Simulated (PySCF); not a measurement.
Species: C5H9N.
Atom-mapped SMILES: `[NH2:1][CH2:2][C@H:3]1[C@H:4]2[CH2:5][C@@H:6]12` (hydrogens: H7, H8 on N1; H9, H10 on C2; H11 on C3; H12 on C4; H13, H14 on C5; H15 on C6)

Computed by this run: PySCF 2.14.0, PBE0-D3(BJ)/def2-SVP geometry optimisation, gas phase; density fitting, grid level 1; the optimiser is geomeTRIC in internal coordinates, started from a GFN2-xTB structure.

Step 0: E = -6806.8099 eV
```
atom  x, y, z in Å  |  force x, y, z in eV/Å
N1     -2.0305   -0.5501   -0.6942    0.060  -0.387   0.052
C2     -0.9384   -1.0128    0.1488   -0.373   0.747  -0.180
C3     -0.2323    0.1102    0.8984    0.169  -0.299  -0.205
C4      1.2431    0.1707    1.1503   -0.631   0.037  -0.932
C5      1.6992    0.2453   -0.2721   -0.153   0.281   0.403
C6      0.6120    1.1472    0.2183    0.134  -1.128   0.108
H7     -1.6691    0.0931   -1.3920   -0.006   0.175  -0.023
H8     -2.7070   -0.0388   -0.1354   -0.074   0.145  -0.001
H9     -0.2476   -1.5661   -0.4882    0.280  -0.238  -0.055
H10    -1.3544   -1.7152    0.8771    0.038  -0.278   0.183
H11    -0.8539    0.4966    1.7077   -0.106   0.209   0.281
H12     1.7941    0.2724    2.0614    0.376   0.232   0.618
H13     2.6681    0.6960   -0.4533    0.392   0.237  -0.017
H14     1.4734   -0.5555   -0.9632   -0.137  -0.449  -0.362
H15     0.5390    2.2150    0.2124    0.031   0.715   0.130
```

Q: Estimate the geometry and energy of step 1. (The exact step hangs on the optimiser's Hessian estimate; all steps are aligned on step 0, rigid shifts and turns removed.)

A: E = -6806.8687 eV, largest force 0.179 eV/Å
```
atom  x, y, z in Å  |  force x, y, z in eV/Å
N1     -2.1095   -0.5755   -0.6609   -0.035   0.087  -0.063
C2     -0.9525   -0.9883    0.1048    0.058  -0.142   0.093
C3     -0.2410    0.1252    0.8493   -0.086   0.031   0.051
C4      1.2222    0.1599    1.1486    0.108  -0.002   0.046
C5      1.7594    0.2174   -0.2433    0.026  -0.046  -0.111
C6      0.6514    1.1229    0.1752   -0.086   0.135   0.039
H7     -1.8304    0.1438   -1.3288   -0.014  -0.023   0.025
H8     -2.7954   -0.1299   -0.0519    0.027  -0.021  -0.001
H9     -0.2482   -1.4992   -0.5729   -0.036   0.015   0.030
H10    -1.2674   -1.7553    0.8363    0.022   0.033  -0.053
H11    -0.8662    0.5620    1.6465    0.041   0.000  -0.056
H12     1.7449    0.3325    2.0923   -0.092   0.028  -0.090
H13     2.7442    0.6831   -0.3721   -0.021  -0.019   0.038
H14     1.5720   -0.6048   -0.9491    0.022   0.037   0.024
H15     0.6121    2.2143    0.2021    0.064  -0.114   0.028
```

The energy changes by -0.0588 eV. The first-order estimate −F·Δx gives -0.1180 eV and the mean of the old and new forces, exact on a quadratic surface, -0.0562 eV. The step makes an angle of 83° with the force vector and moves no atom by more than 0.180 Å.

The cost below is that of the whole optimisation. The run took 55 s of wall time on one thread, Arm Neoverse N1 (aarch64), no GPU, shared host, and the process peaked at 0.55 GiB of memory.
